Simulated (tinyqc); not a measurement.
Inside a calculation (part 2 of 3). Method: UHF in the sto-3g basis, for OH-, spin multiplicity 1. The basis has no diffuse functions, so it cannot describe the extra electron: this is an exercise in the method, not the real anion. Computed by tinyqc, a small Python program that keeps every step (integrals from PySCF). Command: `OMP_NUM_THREADS=1 python tinyqc.py 20530 20531 out.jsonl` (the two numbers bound the seeds that draw the settings). One thread of a shared host (Intel(R) Xeon(R) Processor @ 2.60GHz), about 0.1 s of CPU time with the checks.

Geometry (angstrom):
```
atom         x         y         z
O     0.000000  0.000000  0.000000
H     0.000000  0.000000  1.388000
```

## Iteration 3: DIIS over 3 matrices

error matrix X^T (FDS - SDF) X (alpha):
```
           1          2          3          4          5          6
1   0.000000   0.000287   0.004808  -0.001609   0.000652  -0.003115
2  -0.000287   0.000000  -0.024853   0.008318   0.002599   0.015130
3  -0.004808   0.024853   0.000000   0.000000   0.099992  -0.016309
4   0.001609  -0.008318   0.000000   0.000000  -0.033465   0.005458
5  -0.000652  -0.002599  -0.099992   0.033465   0.000000   0.062580
6   0.003115  -0.015130   0.016309  -0.005458  -0.062580   0.000000
```

B (overlaps of the stored error matrices), lower triangle:
```
               1              2              3
1  3.2336983e-01
2  6.8346114e-02  7.8102640e-02
3  6.9296857e-02  7.0014012e-02  6.5155172e-02
```

Minimise |sum c_i e_i|^2 with sum c_i = 1: solve [B -1; -1 0][c; lambda] = [0; -1] with B_ij = tr e_i^T e_j summed over both spins, and take F = sum c_i F_i.

DIIS coefficients: -0.053789  -1.601137  2.654927

extrapolated F(alpha) (hartree), lower triangle:
```
             1O 1s      1O 2s     1O 2px     1O 2py     1O 2pz     2H 1s
1O 1s   -19.482981
1O 2s    -4.991372  -1.800277
1O 2px    0.000554   0.103323   0.323010
1O 2py   -0.000185  -0.034580  -0.045175   0.203149
1O 2pz   -0.012376   0.022215   0.374525  -0.125346   0.417632
2H 1s    -0.425280  -0.357600  -0.048070   0.016088  -0.234593  0.137230
```

extrapolated F(beta) (hartree), lower triangle:
```
             1O 1s      1O 2s     1O 2px     1O 2py     1O 2pz     2H 1s
1O 1s   -19.482981
1O 2s    -4.991372  -1.800277
1O 2px   -0.000554  -0.103323   0.323010
1O 2py    0.000185   0.034580  -0.045175   0.203149
1O 2pz   -0.012376   0.022215  -0.374525   0.125346   0.417632
2H 1s    -0.425280  -0.357600   0.048070  -0.016088  -0.234593  0.137230
```

## Iteration 3: diagonalisation and new density

X, lower triangle:
```
            1O 1s      1O 2s    1O 2px    1O 2py     1O 2pz     2H 1s
1O 1s    1.022325
1O 2s   -0.125732   1.047205
1O 2px   0.000000   0.000000  1.000000
1O 2py   0.000000   0.000000  0.000000  1.000000
1O 2pz  -0.002852   0.023800  0.000000  0.000000   1.022396
2H 1s    0.013461  -0.133451  0.000000  0.000000  -0.126112  1.046796
```

Diagonalise F' = X^T F X, C = X C', fill 5 alpha and 5 beta electrons from the bottom; D(s) = C_occ C_occ^T. Each column has its largest component positive (the first on a tie).

F' = X^T F X (alpha) (hartree), lower triangle:
```
            1          2          3          4          5         6
1  -19.118258
2   -2.634413  -0.876821
3   -0.014140   0.123460   0.323010
4    0.004732  -0.041319  -0.045175   0.203149
5   -0.032542   0.090018   0.391432  -0.131005   0.501720
6   -0.011253  -0.244605  -0.111333   0.037261  -0.340008  0.290012
```

orbital energies (alpha) (hartree): MO1 -19.491223, MO2 -0.583025, MO3 -0.041759, MO4 0.188029, MO5 0.208570, MO6 1.042218

coefficients C (alpha):
```
              MO1        MO2        MO3       MO4        MO5        MO6
1O 1s    0.994637  -0.253003   0.057413  0.000000   0.045372  -0.049776
1O 2s    0.021996   0.972893  -0.252910  0.000000  -0.246715   0.242869
1O 2px  -0.000174  -0.116951  -0.547756  0.317377   0.585420   0.492790
1O 2py   0.000058   0.039141   0.183323  0.948299  -0.195928  -0.164927
1O 2pz   0.001267   0.038041   0.666142  0.000000  -0.029625   0.784666
2H 1s   -0.003084   0.143534   0.318304  0.000000   0.817237  -0.582983
```

F' = X^T F X (beta) (hartree), lower triangle:
```
            1          2          3          4          5         6
1  -19.118258
2   -2.634413  -0.876821
3    0.014140  -0.123460   0.323010
4   -0.004732   0.041319  -0.045175   0.203149
5   -0.032542   0.090018  -0.391432   0.131005   0.501720
6   -0.011253  -0.244605   0.111333  -0.037261  -0.340008  0.290012
```

orbital energies (beta) (hartree): MO1 -19.491223, MO2 -0.583025, MO3 -0.041759, MO4 0.188029, MO5 0.208570, MO6 1.042218

coefficients C (beta):
```
              MO1        MO2        MO3       MO4        MO5        MO6
1O 1s    0.994637  -0.253003   0.057413  0.000000   0.045372  -0.049776
1O 2s    0.021996   0.972893  -0.252910  0.000000  -0.246715   0.242869
1O 2px   0.000174   0.116951   0.547756  0.317377  -0.585420  -0.492790
1O 2py  -0.000058  -0.039141  -0.183323  0.948299   0.195928   0.164927
1O 2pz   0.001267   0.038041   0.666142  0.000000  -0.029625   0.784666
2H 1s   -0.003084   0.143534   0.318304  0.000000   0.817237  -0.582983
```

D(alpha) after iteration 3, lower triangle:
```
            1O 1s      1O 2s     1O 2px     1O 2py    1O 2pz     2H 1s
1O 1s    1.058668
1O 2s   -0.249981   1.071837
1O 2px   0.024529  -0.119684   0.757158
1O 2py  -0.008209   0.040056   0.081274   0.972799
1O 2pz   0.028537  -0.124128  -0.386675   0.129412  0.446072
2H 1s    0.015973  -0.142552   0.287288  -0.096150  0.193282  0.789806
```

D(beta) after iteration 3, lower triangle:
```
            1O 1s      1O 2s     1O 2px     1O 2py    1O 2pz     2H 1s
1O 1s    1.058668
1O 2s   -0.249981   1.071837
1O 2px  -0.024529   0.119684   0.757158
1O 2py   0.008209  -0.040056   0.081274   0.972799
1O 2pz   0.028537  -0.124128   0.386675  -0.129412  0.446072
2H 1s    0.015973  -0.142552  -0.287288   0.096150  0.193282  0.789806
```

## Iteration 4: building the Fock matrix

core Hamiltonian H = T + V (hartree), lower triangle:
```
             1O 1s      1O 2s     1O 2px     1O 2py     1O 2pz      2H 1s
1O 1s   -31.996507
1O 2s    -7.441334  -8.624815
1O 2px    0.000000   0.000000  -6.815524
1O 2py    0.000000   0.000000   0.000000  -6.815524
1O 2pz   -0.007383  -0.092708   0.000000   0.000000  -6.863845
2H 1s    -0.625389  -1.612668   0.000000   0.000000  -1.293431  -3.496775
```

Two-electron integrals (ij|kl) in chemists' order, unique and non-zero (hartree):
```
(11|11) 4.785065   (21|11) 0.741380   (21|21) 0.136873   (22|11) 1.118947
(22|21) 0.256633   (22|22) 0.817206   (31|31) 0.024477   (32|31) 0.037809
(32|32) 0.180518   (33|11) 1.115814   (33|21) 0.256684   (33|22) 0.817023
(33|33) 0.880159   (41|41) 0.024477   (42|41) 0.037809   (42|42) 0.180518
(43|43) 0.047444   (44|11) 1.115814   (44|21) 0.256684   (44|22) 0.817023
(44|33) 0.785270   (44|44) 0.880159   (51|51) 0.024477   (52|51) 0.037809
(52|52) 0.180518   (53|53) 0.047444   (54|54) 0.047444   (55|11) 1.115814
(55|21) 0.256684   (55|22) 0.817023   (55|33) 0.785270   (55|44) 0.785270
(55|55) 0.880159   (61|11) 0.062376   (61|21) 0.011433   (61|22) 0.021349
(61|33) 0.021312   (61|44) 0.021312   (61|51) 0.000490   (61|52) 0.000932
(61|55) 0.021426   (61|61) 0.000966   (62|11) 0.181875   (62|21) 0.042371
(62|22) 0.153416   (62|33) 0.150674   (62|44) 0.150674   (62|51) 0.003123
(62|52) 0.025985   (62|55) 0.158744   (62|61) 0.003612   (62|62) 0.038680
(63|31) 0.004045   (63|32) 0.024932   (63|53) 0.005119   (63|63) 0.005003
(64|41) 0.004045   (64|42) 0.024932   (64|54) 0.005119   (64|64) 0.005003
(65|11) 0.144640   (65|21) 0.034087   (65|22) 0.131946   (65|33) 0.126327
(65|44) 0.126327   (65|51) 0.006177   (65|52) 0.045389   (65|55) 0.143030
(65|61) 0.003004   (65|62) 0.040562   (65|65) 0.047118   (66|11) 0.378677
(66|21) 0.089574   (66|22) 0.373934   (66|33) 0.361447   (66|44) 0.361447
(66|51) 0.007021   (66|52) 0.083366   (66|55) 0.398564   (66|61) 0.007657
(66|62) 0.130075   (66|65) 0.156506   (66|66) 0.774606
```

nuclear repulsion = 3.05001274 hartree

J_ij = sum D_kl (ij|kl) with D = D(alpha) + D(beta), K_ij = sum D_kl (ik|jl) for each spin; F = H + J - K(s); E = tr D H + tr D J / 2 - 0.5 sum_s tr D(s) K(s) + E_nn.

Coulomb J (hartree), lower triangle:
```
            1O 1s     1O 2s    1O 2px    1O 2py    1O 2pz     2H 1s
1O 1s   17.255284
1O 2s    3.244548  8.026695
1O 2px   0.000000  0.000000  8.002614
1O 2py   0.000000  0.000000  0.015424  8.043537
1O 2pz  -0.001862  0.066707  0.000000  0.000000  8.010526
2H 1s    0.271267  1.536997  0.000000  0.000000  1.358578  4.350271
```

exchange K(alpha) (hartree), lower triangle:
```
            1O 1s      1O 2s     1O 2px     1O 2py    1O 2pz     2H 1s
1O 1s    4.894791
1O 2s    0.825928   1.283531
1O 2px   0.000009  -0.061716   0.933186
1O 2py  -0.000003   0.020655   0.067678   1.112753
1O 2pz   0.001019  -0.065847  -0.284227   0.095125  0.754949
2H 1s    0.073167   0.274742   0.034055  -0.011397  0.267709  0.695899
```

exchange K(beta) (hartree), lower triangle:
```
            1O 1s      1O 2s     1O 2px     1O 2py    1O 2pz     2H 1s
1O 1s    4.894791
1O 2s    0.825928   1.283531
1O 2px  -0.000009   0.061716   0.933186
1O 2py   0.000003  -0.020655   0.067678   1.112753
1O 2pz   0.001019  -0.065847   0.284227  -0.095125  0.754949
2H 1s    0.073167   0.274742  -0.034055   0.011397  0.267709  0.695899
```

F(alpha) (hartree), lower triangle:
```
             1O 1s      1O 2s     1O 2px     1O 2py     1O 2pz     2H 1s
1O 1s   -19.636014
1O 2s    -5.022713  -1.881650
1O 2px   -0.000009   0.061716   0.253904
1O 2py    0.000003  -0.020655  -0.052254   0.115260
1O 2pz   -0.010264   0.039845   0.284227  -0.095125   0.391732
2H 1s    -0.427289  -0.350414  -0.034055   0.011397  -0.202561  0.157598
```

F(beta) (hartree), lower triangle:
```
             1O 1s      1O 2s     1O 2px     1O 2py     1O 2pz     2H 1s
1O 1s   -19.636014
1O 2s    -5.022713  -1.881650
1O 2px    0.000009  -0.061716   0.253904
1O 2py   -0.000003   0.020655  -0.052254   0.115260
1O 2pz   -0.010264   0.039845  -0.284227   0.095125   0.391732
2H 1s    -0.427289  -0.350414   0.034055  -0.011397  -0.202561  0.157598
```

total energy of this density = -73.98314890 hartree

## Iteration 4: DIIS over 4 matrices

error matrix X^T (FDS - SDF) X (alpha):
```
           1          2          3          4          5          6
1   0.000000  -0.000275  -0.000847   0.000284  -0.003066   0.002356
2   0.000275   0.000000  -0.000167   0.000056   0.013068  -0.011223
3   0.000847   0.000167   0.000000   0.000000   0.042119  -0.036004
4  -0.000284  -0.000056   0.000000   0.000000  -0.014096   0.012050
5   0.003066  -0.013068  -0.042119   0.014096   0.000000  -0.013146
6  -0.002356   0.011223   0.036004  -0.012050   0.013146   0.000000
```

B (overlaps of the stored error matrices), lower triangle:
```
                1              2              3              4
1   3.2336983e-01
2   6.8346114e-02  7.8102640e-02
3   6.9296857e-02  7.0014012e-02  6.5155172e-02
4  -2.4918208e-02  2.0395528e-02  1.7473840e-02  1.5598410e-02
```

As before.

DIIS coefficients: 0.203195  -0.400913  -0.032694  1.230412

extrapolated F(alpha) (hartree), lower triangle:
```
             1O 1s      1O 2s     1O 2px     1O 2py     1O 2pz     2H 1s
1O 1s   -19.530210
1O 2s    -5.001027  -1.826744
1O 2px    0.000167   0.053986   0.226487
1O 2py   -0.000056  -0.018068  -0.022788   0.166026
1O 2pz   -0.013067   0.031778   0.267522  -0.089534   0.495369
2H 1s    -0.425729  -0.345707  -0.033857   0.011331  -0.201135  0.142386
```

extrapolated F(beta) (hartree), lower triangle:
```
             1O 1s      1O 2s     1O 2px     1O 2py     1O 2pz     2H 1s
1O 1s   -19.530210
1O 2s    -5.001027  -1.826744
1O 2px   -0.000167  -0.053986   0.226487
1O 2py    0.000056   0.018068  -0.022788   0.166026
1O 2pz   -0.013067   0.031778  -0.267522   0.089534   0.495369
2H 1s    -0.425729  -0.345707   0.033857  -0.011331  -0.201135  0.142386
```

## Iteration 4: diagonalisation and new density

As before.

F' = X^T F X (alpha) (hartree), lower triangle:
```
            1          2          3          4          5         6
1  -19.165598
2   -2.634983  -0.906987
3   -0.007835   0.067398   0.226487
4    0.002622  -0.022557  -0.022788   0.166026
5   -0.034028   0.095429   0.279067  -0.093398   0.574815
6   -0.012893  -0.228675  -0.076381   0.025563  -0.315137  0.284608
```

orbital energies (alpha) (hartree): MO1 -19.538382, MO2 -0.594854, MO3 0.024432, MO4 0.158399, MO5 0.194221, MO6 0.935534

coefficients C (alpha):
```
              MO1        MO2        MO3       MO4        MO5        MO6
1O 1s    0.994664  -0.256588  -0.040448  0.000000   0.046140  -0.046777
1O 2s    0.021896   0.989222   0.191837  0.000000  -0.246097   0.233276
1O 2px  -0.000091  -0.056266   0.619283  0.317377   0.610732   0.373633
1O 2py   0.000030   0.018831  -0.207261  0.948299  -0.204400  -0.125047
1O 2pz   0.001294  -0.009566  -0.572168  0.000000   0.056183   0.855071
2H 1s   -0.003112   0.122864  -0.379997  0.000000   0.771360  -0.612517
```

F' = X^T F X (beta) (hartree), lower triangle:
```
            1          2          3          4          5         6
1  -19.165598
2   -2.634983  -0.906987
3    0.007835  -0.067398   0.226487
4   -0.002622   0.022557  -0.022788   0.166026
5   -0.034028   0.095429  -0.279067   0.093398   0.574815
6   -0.012893  -0.228675   0.076381  -0.025563  -0.315137  0.284608
```

orbital energies (beta) (hartree): MO1 -19.538382, MO2 -0.594854, MO3 0.024432, MO4 0.158399, MO5 0.194221, MO6 0.935534

coefficients C (beta):
```
              MO1        MO2        MO3       MO4        MO5        MO6
1O 1s    0.994664  -0.256588   0.040448  0.000000   0.046140  -0.046777
1O 2s    0.021896   0.989222  -0.191837  0.000000  -0.246097   0.233276
1O 2px   0.000091   0.056266   0.619283  0.317377  -0.610732  -0.373633
1O 2py  -0.000030  -0.018831  -0.207261  0.948299   0.204400   0.125047
1O 2pz   0.001294  -0.009566   0.572168  0.000000   0.056183   0.855071
2H 1s   -0.003112   0.122864   0.379997  0.000000   0.771360  -0.612517
```

D(alpha) after iteration 4, lower triangle:
```
            1O 1s      1O 2s     1O 2px     1O 2py    1O 2pz     2H 1s
1O 1s    1.058958
1O 2s   -0.251158   1.076405
1O 2px   0.017477  -0.087159   0.860398
1O 2py  -0.005849   0.029171   0.046722   0.984363
1O 2pz   0.029476  -0.133023  -0.319483   0.106924  0.330626
2H 1s    0.016340  -0.141255   0.228856  -0.076594  0.259580  0.754499
```

D(beta) after iteration 4, lower triangle:
```
            1O 1s      1O 2s     1O 2px     1O 2py    1O 2pz     2H 1s
1O 1s    1.058958
1O 2s   -0.251158   1.076405
1O 2px  -0.017477   0.087159   0.860398
1O 2py   0.005849  -0.029171   0.046722   0.984363
1O 2pz   0.029476  -0.133023   0.319483  -0.106924  0.330626
2H 1s    0.016340  -0.141255  -0.228856   0.076594  0.259580  0.754499
```

## Iteration 17 (converged): orbitals

converged F(alpha) (hartree), lower triangle:
```
             1O 1s      1O 2s    1O 2px    1O 2py     1O 2pz     2H 1s
1O 1s   -19.539312
1O 2s    -5.002170  -1.831598
1O 2px    0.000000   0.000000  0.157848
1O 2py    0.000000   0.000000  0.000000  0.157848
1O 2pz   -0.012692   0.027466  0.000000  0.000000   0.562687
2H 1s    -0.426216  -0.354224  0.000000  0.000000  -0.232148  0.128135
```

converged F(beta) (hartree), lower triangle:
```
             1O 1s      1O 2s    1O 2px    1O 2py     1O 2pz     2H 1s
1O 1s   -19.539312
1O 2s    -5.002170  -1.831598
1O 2px    0.000000   0.000000  0.157848
1O 2py    0.000000   0.000000  0.000000  0.157848
1O 2pz   -0.012692   0.027466  0.000000  0.000000   0.562687
2H 1s    -0.426216  -0.354224  0.000000  0.000000  -0.232148  0.128135
```

As before.

F' = X^T F X (alpha) (hartree), lower triangle:
```
            1          2         3         4          5         6
1  -19.174884
2   -2.634577  -0.910024
3    0.000000   0.000000  0.157848
4    0.000000   0.000000  0.000000  0.157848
5   -0.033754   0.097511  0.000000  0.000000   0.652789
6   -0.012476  -0.236357  0.000000  0.000000  -0.355351  0.280386
```

orbital energies (alpha) (hartree): MO1 -19.547434, MO2 -0.598998, MO3 0.096572, MO4 0.157848, MO5 0.157848, MO6 0.898126

coefficients C (alpha):
```
              MO1        MO2        MO3       MO4        MO5        MO6
1O 1s    0.994681  -0.256057   0.062322  0.000000   0.000000  -0.048017
1O 2s    0.021822   0.986276  -0.313076  0.000000   0.000000   0.244109
1O 2px   0.000000   0.000000   0.000001  0.315462   0.948938   0.000000
1O 2py   0.000000   0.000000   0.000000  0.948938  -0.315462   0.000000
1O 2pz   0.001259  -0.015346   0.458809  0.000000   0.000000   0.922513
2H 1s   -0.003064   0.135892   0.802682  0.000000  -0.000001  -0.683301
```

F' = X^T F X (beta) (hartree), lower triangle:
```
            1          2         3         4          5         6
1  -19.174884
2   -2.634577  -0.910024
3    0.000000   0.000000  0.157848
4    0.000000   0.000000  0.000000  0.157848
5   -0.033754   0.097511  0.000000  0.000000   0.652789
6   -0.012476  -0.236357  0.000000  0.000000  -0.355351  0.280386
```

orbital energies (beta) (hartree): MO1 -19.547434, MO2 -0.598998, MO3 0.096572, MO4 0.157848, MO5 0.157848, MO6 0.898126

coefficients C (beta):
```
              MO1        MO2        MO3       MO4        MO5        MO6
1O 1s    0.994681  -0.256057   0.062322  0.000000   0.000000  -0.048017
1O 2s    0.021822   0.986276  -0.313076  0.000000   0.000000   0.244109
1O 2px   0.000000   0.000000  -0.000001  0.315773   0.948835   0.000000
1O 2py   0.000000   0.000000   0.000000  0.948835  -0.315773   0.000000
1O 2pz   0.001259  -0.015346   0.458809  0.000000   0.000000   0.922513
2H 1s   -0.003064   0.135892   0.802682  0.000000   0.000001  -0.683301
```

D(alpha) after iteration 17, lower triangle:
```
            1O 1s      1O 2s    1O 2px    1O 2py    1O 2pz     2H 1s
1O 1s    1.058841
1O 2s   -0.250348   1.071233
1O 2px   0.000000   0.000000  1.000000
1O 2py   0.000000   0.000000  0.000000  1.000000
1O 2pz   0.033776  -0.158750  0.000000  0.000000  0.210743
2H 1s    0.012181  -0.117340  0.000000  0.000000  0.366189  0.662775
```

D(beta) after iteration 17, lower triangle:
```
            1O 1s      1O 2s    1O 2px    1O 2py    1O 2pz     2H 1s
1O 1s    1.058841
1O 2s   -0.250348   1.071233
1O 2px   0.000000   0.000000  1.000000
1O 2py   0.000000   0.000000  0.000000  1.000000
1O 2pz   0.033776  -0.158750  0.000000  0.000000  0.210743
2H 1s    0.012181  -0.117340  0.000000  0.000000  0.366189  0.662775
```

Within a degenerate level the vectors are fixed only up to a rotation; this is one choice.

## Convergence

Stop when the energy changes by less than 1e-09 hartree and every element of the error matrix X^T (F D S - S D F) X (for each spin) is below 9e-06.

Course of the cycle:
```
iteration   E (hartree)     change  largest element of the error matrix
1          -73.44060297          -                             1.98e-01
2          -73.75760202  -3.17e-01                             1.09e-01
3          -73.86827618  -1.11e-01                             1.00e-01
4          -73.98314890  -1.15e-01                             4.21e-02
5          -74.00792278  -2.48e-02                             2.27e-02
6          -74.01683911  -8.92e-03                             3.36e-02
7          -74.00546028   1.14e-02                             3.99e-02
8          -74.02010669  -1.46e-02                             1.92e-02
9          -74.02578530  -5.68e-03                             3.62e-03
10         -74.02622645  -4.41e-04                             3.94e-03
11         -74.02667003  -4.44e-04                             2.88e-03
12         -74.02692946  -2.59e-04                             7.75e-04
13         -74.02692650   2.97e-06                             1.30e-03
14         -74.02693263  -6.13e-06                             1.39e-04
15         -74.02693281  -1.81e-07                             1.82e-05
16         -74.02693281  -1.89e-09                             2.42e-07
17         -74.02693281  -1.85e-13                             8.34e-08
```

PySCF UHF in the same basis, after a stability check = -74.02693281 hartree

Converged in 17 iterations.
